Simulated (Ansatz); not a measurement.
Two isomers of C3H5N: A = `C=C=NC`, B = `C1=CNC1`.

Calculated with Ansatz (gas phase, PBE0-D4/def2-TZVP geometries, no zero-point term in ΔE). CBS: MP2 limit from def2 TZ/QZ plus the TZ coupled-cluster correction, frozen cores. DFT in def2-TZVPP. B3LYP here is the variant with VWN-RPA as its local correlation; programs differ in this.

A:

```xyz
9

C     1.550   -0.210    1.215
C     0.345   -0.050    0.734
N    -0.799    0.100    0.365
C    -1.203    0.163   -1.024
H     1.933   -1.202    1.412
H     2.172    0.649    1.427
H    -1.933   -0.626   -1.212
H    -0.364    0.057   -1.718
H    -1.701    1.118   -1.199
```

B:

```xyz
9

C    -0.5367    0.0164    0.8652
C     0.7874   -0.1380    0.7356
N     0.8565    0.1339   -0.6529
C    -0.6342    0.2142   -0.6252
H    -1.2272    0.1090    1.6881
H     1.6297   -0.3288    1.3904
H     1.2505   -0.5904   -1.2441
H    -1.0080    1.1788   -0.9783
H    -1.1180   -0.5951   -1.1787
```

**Question.** Which is lower in electronic energy at CCSD(T)/CBS, and by how much? (Best estimate.)

**Answer.** The calculation gave: A, by 8.6 kcal/mol.

**Question.** Give E(B) − E(A) in kcal/mol with B3LYP-D4, B2PLYP, CCSD(T)/def2-TZVPP, LDA (SPW92), B3LYP, PBE-D4, BLYP-D4. (An estimate is asked.)

**Answer.** The calculation gave: B3LYP-D4 15.0, B2PLYP 13.5, CCSD(T)/def2-TZVPP 9.7, LDA (SPW92) 6.1, B3LYP 15.6, PBE-D4 11.1, BLYP-D4 17.4. None reverses the order clearly.

**Question.** Does the order hold for the free energy at 298.15 K (harmonic terms from PBE0-D4)? (Estimate.)

**Answer.** The calculation gave: Yes: G(B) − G(A) = +11.4 kcal/mol.

Largest T1 diagnostic: 0.014.

At CCSD(T), def2-SVP lies +1.6 kcal/mol from the extrapolated value and def2-TZVPP +1.1 kcal/mol. From PBE to PBE0 (25 % exact exchange), in def2-TZVPP and without D4, E(B) − E(A) moves by −2.5 kcal/mol.
